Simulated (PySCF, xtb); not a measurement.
silicon monoxide (OSi), SMILES O=[Si] (connectivity only; charge and spin as stated), neutral, multiplicity 1.

Harmonic wavenumbers (cm⁻¹) from GFN2-xTB (xtb) at its own minimum, in rising order: 1379.

Q: What does B3LYP-D3(BJ)/def2-TZVPD (PySCF) give at its own minimum? (Estimate from the structure and the level; the computed values follow.)

A: 1253. Paired by order, the mean absolute difference is 125 cm⁻¹ and the zero-point energies are 2.0 and 1.8 kcal/mol.
